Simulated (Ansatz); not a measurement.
Process, species as SMILES: OCl (OH-Cl) → [OH] (OH) + Cl atom
B3LYP-D3(BJ)/def2-TZVP geometries, fixed; electronic energies without zero-point terms.

Core correlation in the bond dissociation energy at CCSD(T) with Ansatz (a quantum-chemistry and plane-wave program), in kcal/mol: frozen core against 1s of Al to Cl frozen alone. Core-valence sets carry the plain set on hydrogen. Open shells are unrestricted.

```
basis        functions, most  frozen core  1s of Al to Cl frozen alone  core term (second minus first)
-----------  ---------------  -----------  ---------------------------  ------------------------------
cc-pV(D+d)Z               42        45.71                        46.09                            0.38
cc-pCVDZ                  50        44.76                        45.11                            0.35
cc-pV(T+d)Z               83        54.23                        55.23                            0.99
cc-pCVTZ                 116        54.37                        54.63                            0.26
cc-pwCVTZ                116        54.57                        54.81                            0.24
cc-pV(Q+d)Z              149        56.78                        57.38                            0.61
```

The largest core-valence set, cc-pwCVTZ, gives a core term of 0.24 kcal/mol; the valence set cc-pV(Q+d)Z, which lacks functions for the core, gives 0.61.
